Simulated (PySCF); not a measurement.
## Molecular orbitals of CO⁺

PBE0 at R = 1.108 Å; PySCF, no relativity, basis sets C def2-TZVP, O def2-TZVP. State: ²Σ⁺ (doublet), unpaired electrons σ ↑. Only the outer orbitals are listed, counted within each symmetry.

```json
{"spin": "α", "orbital": "3σ", "occ.": "1", "ε (eV)": "-43.55", "on C (%)": "34", "main shells (%)": "57 O s, 20 C s, 13 C p"}
{"spin": "α", "orbital": "4σ", "occ.": "1", "ε (eV)": "-26.79", "on C (%)": "45", "main shells (%)": "42 C s, 30 O p, 25 O s"}
{"spin": "α", "orbital": "5σ", "occ.": "1", "ε (eV)": "-23.94", "on C (%)": "64", "main shells (%)": "39 C p, 27 O p, 25 C s"}
{"spin": "α", "orbital": "1π", "occ.": "1", "ε (eV)": "-23.91", "on C (%)": "38", "main shells (%)": "61 O p, 37 C p"}
{"spin": "α", "orbital": "1π", "occ.": "1", "ε (eV)": "-23.91", "on C (%)": "38", "main shells (%)": "61 O p, 37 C p"}
{"spin": "α", "orbital": "2π", "occ.": "0", "ε (eV)": "-11.41", "on C (%)": "67", "main shells (%)": "64 C p, 33 O p"}
{"spin": "α", "orbital": "2π", "occ.": "0", "ε (eV)": "-11.41", "on C (%)": "67", "main shells (%)": "64 C p, 33 O p"}
{"spin": "β", "orbital": "3σ", "occ.": "1", "ε (eV)": "-43.38", "on C (%)": "32", "main shells (%)": "60 O s, 17 C s, 13 C p"}
{"spin": "β", "orbital": "4σ", "occ.": "1", "ε (eV)": "-25.77", "on C (%)": "18", "main shells (%)": "51 O p, 30 O s, 18 C s"}
{"spin": "β", "orbital": "1π", "occ.": "1", "ε (eV)": "-23.82", "on C (%)": "29", "main shells (%)": "70 O p, 27 C p"}
{"spin": "β", "orbital": "1π", "occ.": "1", "ε (eV)": "-23.82", "on C (%)": "29", "main shells (%)": "70 O p, 27 C p"}
{"spin": "β", "orbital": "5σ", "occ.": "0", "ε (eV)": "-16.93", "on C (%)": "94", "main shells (%)": "58 C s, 35 C p"}
{"spin": "β", "orbital": "2π", "occ.": "0", "ε (eV)": "-9.99", "on C (%)": "76", "main shells (%)": "76 C p, 23 O p"}
{"spin": "β", "orbital": "2π", "occ.": "0", "ε (eV)": "-9.99", "on C (%)": "76", "main shells (%)": "76 C p, 23 O p"}
```

Problem. Which are the highest filled and the lowest empty level, where do they sit, and how wide is the gap?

Solution. Highest filled β 1π at -23.82 eV (in %: 70 O p, 27 C p); lowest empty β 5σ at -16.93 eV (in %: 58 C s, 35 C p); the gap at PBE0 is 6.89 eV.

The bond order (Mayer) is 2.74, the ⟨S²⟩ is 0.772 and the charge on C (Mulliken, basis-dependent) is 0.71. The charge on C (Löwdin, basis-dependent) is 0.45. The dipole moment (positive dipole points towards O; it is taken about the centre of mass and depends on that origin) is -2.75 D. The polarisability along the bond is 11.1 bohr³ and the polarisability across the bond is 7.0 bohr³.

The state is the lowest determinant that a PBE0 search found; another state may lie lower at other levels.
